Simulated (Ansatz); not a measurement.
Zinc-blende BP: LO phonon frequency at L by level of theory

No measured value is used here.

```json
[
 {"level (code)": "LDA (Ansatz)", "value (cm⁻¹)": "775", "cell (Å³/atom)": "11.32"},
 {"level (code)": "PBE (Ansatz)", "value (cm⁻¹)": "751", "cell (Å³/atom)": "11.76"},
 {"level (code)": "r²SCAN (Ansatz)", "value (cm⁻¹)": "770", "cell (Å³/atom)": "11.67"}
]
```

Each level is taken at its own relaxed cell. Cutoffs differ between the levels. Ansatz's density-functional and Hartree–Fock values are scalar-relativistic unless marked +SOC, with PAW data made under PBE.

Ansatz is a program for electronic structure.
